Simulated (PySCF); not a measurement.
**Isomerisation enthalpies of C3H8O**

**The experiment to reproduce.**

From CRC Handbook of Chemistry and Physics, for the gas at 298.15 K: enthalpy of formation of `CCCO` (1-propanol) -255.1 kJ/mol; enthalpy of formation of `CCOC` (methoxyethane) -216.4 kJ/mol.

The results are set against them at the end.

Differences of these values give the isomerisation enthalpies. Geometries: GFN2-xTB; runs in PySCF, gas phase, with a dispersion term only where the level names one. Total electronic energies (Eh):

```csv
SMILES,PBE0/pcSseg-1
CCCO,-194.09961
CCOC,-194.08608
```

Geometry of `CCCO` (Å):
```
atom  x, y, z in Å
C1    -1.5234    0.0093    0.0983
C2    -0.1458    0.0974   -0.5445
C3     0.9626   -0.2421    0.4524
O4     2.2478   -0.1961   -0.1213
H5    -1.7071   -0.9967    0.4682
H6    -1.5986    0.7015    0.9345
H7    -2.2961    0.2578   -0.6250
H8    -0.0829   -0.5923   -1.3886
H9     0.0156    1.1099   -0.9271
H10    0.9032    0.4381    1.3159
H11    0.8427   -1.2660    0.8142
H12    2.3832    0.6785   -0.5030
```

Geometry of `CCOC` (Å):
```
atom  x, y, z in Å
C1     1.3975    0.3835    0.1315
C2     0.4792   -0.7139   -0.4036
O3    -0.7647   -0.2499   -0.8775
C4    -1.6303    0.2300    0.1199
H5     1.5040    1.1726   -0.6087
H6     2.3771   -0.0352    0.3449
H7     1.0002    0.8133    1.0477
H8     0.9413   -1.1924   -1.2708
H9     0.3213   -1.4758    0.3762
H10   -2.5979    0.3756   -0.3573
H11   -1.2917    1.1863    0.5344
H12   -1.7348   -0.4948    0.9374
```

Zero-point and thermal terms are left out, so the computed numbers are electronic energies.

**Comparison with experiment**

Relative to `CCCO`, the lowest by measurement, in kJ/mol (measured: enthalpies at 298.15 K; computed: electronic energies):

| SMILES | measured | PBE0/pcSseg-1 |
| --- | --- | --- |
| CCCO | 0.0 | 0.0 |
| CCOC | 38.7 | 35.5 |

Measured values: -255.1 kJ/mol (298.15 K; CRC Handbook of Chemistry and Physics) for the first row; the others come from the same table. Unsigned miss: PBE0/pcSseg-1 3.2 kJ/mol. One conformer stands for `CCCO` and `CCOC`, not necessarily the lowest, while the measurement averages over conformers. Where a level misses, the cause wasn't examined.
